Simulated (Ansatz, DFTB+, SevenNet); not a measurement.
How well does each level of theory give the elastic constant C44 of hcp Co?

Reference value: 75 GPa (measured, temperature not stated, not corrected to a static lattice; as tabulated in Steinle-Neumann et al. (1999), arXiv:cond-mat/9904431).

Task: Put these levels in order of the elastic constant C44 that they give for hcp Co, smallest first: GFN1-xTB (DFTB+), LDA (Ansatz, a program for electronic structure), PBE (Ansatz), SevenNet-l3i5 (SevenNet).

Result: GFN1-xTB (33.2 GPa), SevenNet-l3i5 (52.5 GPa), PBE (98.3 GPa), LDA (121 GPa)

Unless a cell is named, each level is at its own relaxed cell (GFN1-xTB 10.35, SevenNet-l3i5 10.81, LDA 10.01, PBE 10.86 Å³/atom).

Differences against the reference: GFN1-xTB -56 %, SevenNet-l3i5 -30 %, LDA +61 %, PBE +31 %.

The measured value isn't corrected to a static lattice, so vibrations enter the comparison. A static lattice is as a rule stiffer than a warm one, by over a tenth in soft solids. Spin-polarised runs: LDA (parallel moments), PBE (parallel moments). GFN1-xTB: the method was fitted mainly to molecules. Each level is taken at its own relaxed cell. Ansatz's density-functional and Hartree–Fock values are scalar-relativistic unless marked +SOC, with PAW data made under PBE.

Machine-learned potentials (SevenNet-l3i5) are trained on DFT data, which may include these solids.

Differences are worked out from the printed values.
